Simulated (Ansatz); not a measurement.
```yaml
crystal:
  periodic: [false, false, false]
  atoms:
    - {symbol: F, position_ang: [-1.490089, -1.088189, -0.009819]}
    - {symbol: P, position_ang: [0.338581, 2.029696, 0.017583]}
    - {symbol: Ga, position_ang: [0.255614, -0.605159, -0.005136]}
basis:
  gaussian: {orbitals: def2-TZVP}
magnetization: {spin_polarized: true, initial_magnetization: 3}
hamiltonian: {xc: pbe0}
relax: {f_tol: 0.004, max_steps: 80}
```

```sh
$ ansatz run in.yaml --threads 1 --pin off --events-out ev --progress --plain --max-ram 2176MiB
```

Steps of the relaxation (energy above the last step; positions in Å, forces in eV/Å):

```
3
step 1, 51.3 meV
F    -1.490   -1.088   -0.010    0.607    0.161    0.002
P     0.339    2.030    0.018   -0.008   -0.409   -0.004
Ga    0.256   -0.605   -0.005   -0.599    0.248    0.002
```

```
3
step 2, 21.8 meV
F    -1.478   -1.081   -0.010    0.349    0.099    0.001
P     0.335    1.996    0.017   -0.009   -0.316   -0.003
Ga    0.247   -0.579   -0.005   -0.340    0.217    0.002
```

```
3
step 3, 22.1 meV
F    -1.448   -1.034   -0.009   -0.061   -0.028    0.000
P     0.306    1.874    0.016    0.019    0.511    0.004
Ga    0.246   -0.503   -0.004    0.042   -0.483   -0.004
```

```
3
step 6, 0.0 meV
F    -1.459   -1.060   -0.010    0.000   -0.001    0.000
P     0.322    1.933    0.017    0.001    0.001    0.000
Ga    0.241   -0.537   -0.005   -0.001    0.001    0.000
```

Close pairs at the end: F1–Ga3 1.778 Å, P2–Ga3 2.472 Å.

A stationary point of unrestricted PBE0 after 6 steps, with ⟨S²⟩ = 3.761 against 3.75 for a pure state; no frequencies were run, so it isn't proven a minimum. 46 s on 1 thread of Arm Neoverse V1, shared host.
